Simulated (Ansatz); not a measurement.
`C/N=C(/C)F` → `C/C=N/CF`  (isomerisation)

Computed with Ansatz on PBE0-D4/def2-TZVP structures; ΔE is electronic, products minus reactants. CCSD(T)/CBS adds triple-zeta CCSD(T) − MP2 to the extrapolated MP2 energy (def2 sets, frozen cores). Double bonds are as drawn, so ΔE can hold a change between cis and trans. DFT in def2-TZVPP. HSE06 is defined as in plane-wave codes. One conformer a species, not always the lowest.

```json
{"level": "BLYP-D4", "ΔE (kJ/mol)": "43.5"}
{"level": "r2SCANh-D4", "ΔE (kJ/mol)": "48.4"}
{"level": "CAM-B3LYP-D4", "ΔE (kJ/mol)": "43.5"}
{"level": "B2PLYP", "ΔE (kJ/mol)": "42.0"}
{"level": "PBE", "ΔE (kJ/mol)": "46.3"}
{"level": "r2SCAN", "ΔE (kJ/mol)": "49.3"}
{"level": "HSE06", "ΔE (kJ/mol)": "44.5"}
{"level": "MP2/CBS(def2)", "ΔE (kJ/mol)": "42.5"}
```

(1) What does CCSD(T)/CBS give? (Estimate.)

Largest T1 diagnostic among the species: 0.012.

Answers

(1) The calculation gave: +39.8 kJ/mol. The listed levels differ from it by 3.7, 8.6, 3.7, 2.2, 6.5, 9.5, 4.7, 2.7 kJ/mol.

In def2-TZVPP, CCSD(T) changes the Hartree–Fock value by +5.7 kJ/mol (the triples alone add +1.3 kJ/mol) and MP2 by +8.4 kJ/mol. At CCSD(T), def2-SVP lies +5.8 kJ/mol from the extrapolated value and def2-TZVPP −0.1 kJ/mol.

CCSD(T)/CBS has its own doubt, a few kJ/mol and more with outer-core shells, so smaller differences from it don't rank the levels.
